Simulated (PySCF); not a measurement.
C2H6S, SMILES CCS (connectivity only; charge and spin as stated), charge +1, multiplicity 2.

Coordinates come from a PBE-D3(BJ)/def2-TZVP optimisation. A frequency run showed that this geometry is not a minimum. The multiplicity is an assumed one; other spin states were not compared. The values are those of a single conformer.

Method: PBE-D3(BJ)/def2-TZVP in PySCF 2.14.0.

Frequencies are harmonic and unscaled.

| mode | ν (cm⁻¹) | IR (km/mol) | moving atoms (share of kinetic energy) |
|---|---|---|---|
| 1 | 136i | 38.6 | H 96 % |
| 2 | 206 | 1.2 | H 89 % |
| 3 | 310 | 1.1 | C 48 %, H 32 %, S 20 % |
| 4 | 612 | 5.0 | H 75 %, C 23 % |
| 5 | 632 | 3.2 | C 54 %, S 33 %, H 12 % |
| 6 | 850 | 22.4 | H 90 % |
| 7 | 931 | 4.0 | H 89 %, C 10 % |
| 8 | 959 | 4.5 | H 53 %, C 47 % |
| 9 | 1065 | 4.2 | C 56 %, H 43 % |
| 10 | 1137 | 0.2 | H 79 %, C 21 % |
| 11 | 1217 | 4.0 | H 81 %, C 18 % |
| 12 | 1292 | 65.8 | H 88 %, C 12 % |
| 13 | 1366 | 15.3 | H 83 %, C 17 % |
| 14 | 1422 | 20.9 | H 97 % |
| 15 | 1425 | 4.5 | H 97 % |
| 16 | 2521 | 26.4 | H 97 % |
| 17 | 2857 | 22.6 | H 92 %, C 8 % |
| 18 | 2863 | 104.5 | H 95 % |
| 19 | 2984 | 10.5 | H 97 % |
| 20 | 3062 | 0.3 | H 91 %, C 9 % |
| 21 | 3067 | 0.5 | H 91 %, C 9 % |
